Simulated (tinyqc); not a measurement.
Worked calculation: extended Hueckel theory, for PH2. Computed by tinyqc, a small Python program that keeps every step (integrals from PySCF). Settings: charge = 0, K = 2.0, multiplicity = 2. Command: `OMP_NUM_THREADS=1 python tinyqc.py 23193 23194 out.jsonl` (the two numbers bound the seeds that draw the settings). One thread of a shared host (Intel(R) Xeon(R) Processor @ 2.60GHz), about 0.01 s of CPU time with the checks.

## Overlaps

Geometry (angstrom):
```
atom       x        y       z
P     0.0000   0.0000  0.0000
H     0.0000   1.1230  0.7610
H     0.0000  -1.1200  0.7590
```

Parameters chosen for this run:
```
element  shell  Slater exponent  H_ii (eV)
P           3s           1.7500   -18.6000
P           3p           1.3000   -14.0000
H           1s           1.3000   -13.6000
```

Slater orbitals, each expanded in six Gaussians scaled to its exponent.

overlap S, lower triangle:
```
         1P 3s  1P 3px   1P 3py  1P 3pz   2H 1s   3H 1s
1P 3s   1.0000
1P 3px  0.0000  1.0000
1P 3py  0.0000  0.0000   1.0000
1P 3pz  0.0000  0.0000   0.0000  1.0000
2H 1s   0.4212  0.0000   0.4620  0.3131  1.0000
3H 1s   0.4228  0.0000  -0.4626  0.3135  0.0673  1.0000
```

## Wolfsberg-Helmholz matrix

diagonal H_ii (eV): 1P 3s -18.6000, 1P 3px -14.0000, 1P 3py -14.0000, 1P 3pz -14.0000, 2H 1s -13.6000, 3H 1s -13.6000

K = 2.0000

H_ij = K' S_ij (H_ii + H_jj)/2 for i != j (the diagonal keeps H_ii), with K' = 2.

H (eV), lower triangle:
```
           1P 3s    1P 3px    1P 3py    1P 3pz     2H 1s     3H 1s
1P 3s   -18.6000
1P 3px    0.0000  -14.0000
1P 3py    0.0000    0.0000  -14.0000
1P 3pz    0.0000    0.0000    0.0000  -14.0000
2H 1s   -13.5619    0.0000  -12.7517   -8.6412  -13.6000
3H 1s   -13.6135    0.0000   12.7671   -8.6520   -1.8296  -13.6000
```

## Orbitals

valence electrons = 7

Solve H C = S C e through S^(-1/2); fill by pairs from the bottom, a degenerate level sharing its electrons equally; each orbital has its largest coefficient positive (the first on a tie).

orbital energies (eV): -22.6167  -19.1030  -15.0323  -14.0000  16.6583  22.4718

occupations: 2.0000  2.0000  2.0000  1.0000  0.0000  0.0000

coefficients:
```
            MO1      MO2      MO3     MO4      MO5      MO6
1P 3s    0.6313   0.0007  -0.4554  0.0000   0.0198   1.0418
1P 3px   0.0000   0.0000   0.0000  1.0000   0.0000   0.0000
1P 3py  -0.0004   0.5785  -0.0007  0.0000   1.2290  -0.0272
1P 3pz   0.1136   0.0005   0.8554  0.0000   0.0164   0.7977
2H 1s    0.3129   0.3765   0.1121  0.0000  -0.9395  -0.9065
3H 1s    0.3142  -0.3750   0.1121  0.0000   0.9021  -0.9482
```

sum of one-electron energies = -127.5039 eV

## Mulliken analysis

P = C n C^T; charge = valence electrons (P 5, H 1) minus the sum of (P S)_ii on the atom; overlap population = 2 sum P_ij S_ij between two atoms.

charges: 1P -0.1852, 2H 0.0926, 3H 0.0927

Overlap populations:
```
pair      value
2-1    0.814162
3-1    0.815224
3-2   -0.008157
```
